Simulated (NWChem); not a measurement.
**[NO2]+ (SMILES O=[N+]=O): B3LYP/6-31G(d) (spherical functions)**

What is the vertical singlet–triplet gap of [NO2]+ at B3LYP/6-31G* (spherical functions)? 

The results are computed with NWChem 7.3.0.

2 further runs of the same task are left out: 2 set aside as unsound or not needed. Runs told in other sessions of the task aren't counted.

**1. The system as given**

[NO2]+: 3 atoms, total charge +1, spin state singlet. As SMILES, `O=[N+]=O`. The shape is that of a PBE0-D4/def2-TZVP optimisation.

Bond lengths: O1–N2 1.110 Å, N2–O3 1.110 Å. Angles: O1–N2–O3 180.0°.

**2. Energy and gradient at B3LYP/6-31G(d) (spherical functions)**

m1.nw reads:

```
start m1
title "NO2"
memory total 2200 mb
charge 1

geometry units angstrom noautosym nocenter noautoz
 O       -0.572980       0.927020      -0.209580
 N       -0.000010      -0.000010       0.000000
 O        0.572990      -0.927010       0.209580
end

basis spherical bse
 O library 6-31G*
 N library 6-31G*
end

dft
 xc b3lyp
 grid xfine
 convergence energy 1e-08
 iterations 100
 mulliken
 print medium
end

task dft gradient
```

The run is started by

```console
$ nwchem m1.nw > m1.out
```

Standard output:

```text
[...]
          Wavefunction type:  closed shell.
          No. of atoms     :     3
          No. of electrons :    22
[...]
          Charge           :     1
          Spin multiplicity:     1
[...]
          AO basis - number of functions:    42
[...]
              XC Information
              --------------
                         B3LYP Method XC Potential
                     Hartree-Fock (Exact) Exchange  0.200
                        Slater Exchange Functional  0.800 local
                    Becke 1988 Exchange Functional  0.720 non-local
              Lee-Yang-Parr Correlation Functional  0.810
                  VWN I RPA Correlation Functional  0.190 local
[...]
 d= 0,ls=0.0,diis     1   -204.5753615936 -2.73D+02  2.90D-02  1.59D+00     0.8
[...]
 d= 0,ls=0.0,diis     9   -204.7070363267 -2.44D-11  5.38D-09  5.69D-14     5.4
         Total DFT energy =     -204.707036326680
      One electron energy =     -406.539810589269
           Coulomb energy =      156.762586215088
    Exchange-Corr. energy =      -23.593979097192
 Nuclear repulsion energy =       68.664167144692
[...]
      Total Density - Mulliken Population Analysis
     ---------------------------------------------
    Atom       Charge   Shell Charges
 -----------   ------   -------------------------------------------------------
    1 O    8     8.02   2.00  0.98  2.77  1.01  1.20  0.06
    2 N    7     5.95   2.00  0.84  2.43  0.16  0.35  0.17
    3 O    8     8.02   2.00  0.98  2.77  1.01  1.20  0.06
[...]
  wavefunction    = closed shell
                         DFT ENERGY GRADIENTS
    atom               coordinates                        gradient
                 x          y          z           x          y          z
   1 O      -1.082775   1.751814  -0.396049    0.026129  -0.042269   0.009557
   2 N      -0.000019  -0.000019   0.000000    0.000008  -0.000022   0.000004
   3 O       1.082794  -1.751795   0.396049   -0.026137   0.042291  -0.009561
[...]
```

Wall time 7.2 s (1 thread of Intel Xeon Platinum 8259CL at 2.50GHz (Skylake/Cascade Lake), shared host); peak memory 0.12 GiB.

**3. The triplet: the energy at UB3LYP/6-31G(d) (spherical functions)**

run.py reads:

```python
from ase import Atoms
from ase.calculators.nwchem import NWChem

molecule = Atoms(['O', 'N', 'O'], positions=[
    [-0.572980, 0.927020, -0.209580],
    [-0.000010, -0.000010, -0.000000],
    [0.572990, -0.927010, 0.209580],
])

calc = NWChem(
    label='test',
    theory='dft',
    memory='2200 mb',
    basis='6-31G*',
    basispar='spherical bse',
    charge=1,
    dft={'xc': 'b3lyp', 'mult': '3', 'grid': 'xfine', 'convergence': 'energy 1e-08', 'iterations': '100', 'mulliken': None},
    task='energy',
)
molecule.calc = calc

e = molecule.get_potential_energy()
print(f"E = {e:.6f} eV")
```

The run is started by

```console
$ export ASE_NWCHEM_COMMAND="nwchem PREFIX.nwi > PREFIX.nwo"
$ python run.py
```

Standard output:

```text
E = -5564.174702 eV
```

The calculator wrote test.nwi:

```
title "test"

permanent_dir test

scratch_dir test

start test

geometry units angstrom nocenter noautosym noautoz
  O  -5.7298000000000004e-01 9.2701999999999996e-01 -2.0957999999999999e-01
  N  -1.0000000000000001e-05 -1.0000000000000001e-05 -0.0000000000000000e+00
  O  5.7299000000000000e-01 -9.2701000000000000e-01 2.0957999999999999e-01
end

charge 1

memory 2200 mb

basis spherical bse noprint
   * library 6-31G*
end

dft
  xc b3lyp
  mult 3
  grid xfine
  convergence energy 1e-08
  iterations 100
  mulliken
end

task dft energy
```

test.nwo:

```text
Northwest Computational Chemistry Package (NWChem) 7.3.0
             --------------------------------------------------------

           Job information
           ---------------

    nwchem branch   = 7.3.0
    use scalapack   = T
    input           = test.nwi
    prefix          = test.
    data base       = test/test.db
    status          = startup
    nproc           =        1

           Memory information
           ------------------

    heap     =     72089596 doubles =      550.0 Mbytes
    stack    =     72089601 doubles =      550.0 Mbytes
    global   =    144179200 doubles =     1100.0 Mbytes (distinct from heap & stack)
    total    =    288358397 doubles =     2200.0 Mbytes
    verify   = yes
    hardfail = no

           Directory information
           ---------------------

  0 permanent = test
  0 scratch   = test

                                NWChem Input Module
                                -------------------

                                       test
                                       ----

 Scaling coordinates for geometry "geometry" by  1.889725989
 (inverse scale =  0.529177249)

                             Geometry "geometry" -> ""
                             -------------------------

 Output coordinates in angstroms (scale by  1.889725989 to convert to a.u.)

  No.       Tag          Charge          X              Y              Z
 ---- ---------------- ---------- -------------- -------------- --------------
    1 O                    8.0000    -0.57298000     0.92702000    -0.20958000
    2 N                    7.0000    -0.00001000    -0.00001000     0.00000000
    3 O                    8.0000     0.57299000    -0.92701000     0.20958000

      Atomic Mass
      -----------

      O                 15.994910
      N                 14.003070

 Effective nuclear repulsion energy (a.u.)      68.6641671447

            Nuclear Dipole moment (a.u.)
[... 50 lines left out ...]
  convergence criterion.
[... 16 lines left out ...]
          Convergence on density requested:  1.00D-05
[... 22 lines left out ...]
          Spatial weights used:  Erf1
[... 3 lines left out ...]
          Convergence aids based upon iterative change in
[... 80 lines left out ...]
         Total DFT energy =     -204.479650413348
[... 1 line left out ...]
           Coulomb energy =      157.112005238098
[... 1 line left out ...]
 Nuclear repulsion energy =       68.664167144692
[... 304 lines left out ...]
                     DFT Final Beta Molecular Orbital Analysis
[... 328 lines left out ...]
     ------------------------------------------
      Spin Density - Lowdin Population Analysis
     ------------------------------------------

    Atom       Charge   Shell Charges
 -----------   ------   -------------------------------------------------------
    1 O    8     0.77   0.00  0.02  0.57 -0.01  0.17  0.02
    2 N    7     0.46   0.00  0.01  0.35 -0.00  0.04  0.07
    3 O    8     0.77   0.00  0.02  0.57 -0.01  0.17  0.02

   alpha - beta orbital overlaps
   -----------------------------

   alpha      1      2      3      4      5      6      7      8      9     10
    beta      1      2      3      4      5      6      9      7      8     11
 overlap   1.000  1.000  1.000  1.000  0.999  0.999  0.996  1.000  0.999  0.998

   alpha     11     12     13     14     15     16     17     18     19     20
    beta     10     13     12     14     15     17     16     18     19     20
 overlap   1.000  0.995  1.000  0.999  0.999  0.999  1.000  0.999  0.999  1.000

   alpha     21     22     23     24     25     26     27     28     29     30
    beta     22     21     24     23     25     26     27     29     28     30
 overlap   0.998  1.000  0.998  1.000  0.999  1.000  0.999  0.999  1.000  0.999

   alpha     31     32     33     34     35     36     37     38     39     40
    beta     31     32     33     34     35     37     36     38     41     39
 overlap   1.000  0.999  1.000  1.000  1.000  1.000  1.000  0.999  1.000  0.988

   alpha     41     42
    beta     40     42
 overlap   0.988  1.000

     --------------------------
     Expectation value of S2:
     --------------------------
      <S2> =      2.0043 (Exact =     2.0000)

 center of mass
 --------------
 x =   0.00000082 y =   0.00000082 z =   0.00000000

 moments of inertia (a.u.)
 ------------------
         103.188700785349          60.679149125968         -13.718371413041
          60.679149125968          42.523338974413          22.194535765265
         -13.718371413041          22.194535765265         135.676536977856

     Multipole analysis of the density
     ---------------------------------

     L   x y z        total         alpha         beta         nuclear
     -   - - -        -----         -----         ----         -------
     0   0 0 0      1.000000    -12.000000    -10.000000     23.000000

     1   1 0 0     -0.000008     -0.000003     -0.000023      0.000019
[... 8 lines of this table left out ...]
     2   0 0 2     -9.239561     -6.865015     -4.884220      2.509674

 Task  times  cpu:       15.2s     wall:       15.2s
 Total times  cpu:       15.2s     wall:       15.2s
```

It took 17 s on 1 thread of Intel Xeon Platinum 8259CL at 2.50GHz (Skylake/Cascade Lake), shared host; peak memory 0.12 GiB.

**4. Results**

At B3LYP/6-31G* (spherical functions):

```
                                        quantity          value
                           singlet: total energy  -204.70704 Eh
                            singlet: HOMO energy      -20.93 eV
                            singlet: LUMO energy      -11.17 eV
                          singlet: HOMO–LUMO gap        9.76 eV
               singlet: largest force on an atom     2.603 eV/Å
                           triplet: total energy  -204.47965 Eh
     triplet: HOMO energy (highest over α and β)      -14.45 eV
                                   triplet: ⟨S²⟩          2.004
vertical energy of the triplet above the singlet       6.187 eV
```

At this shape the triplet lies 6.19 eV (143 kcal/mol) above the singlet. The largest force (singlet) is 2.60 eV/Å: the shape isn't a stationary point for this species at this level. Mulliken charges (singlet) run from -0.02 on O1 to +1.05 on N2; they depend strongly on the basis. Mulliken charges (triplet) run from +0.06 on O1 to +0.88 on N2.
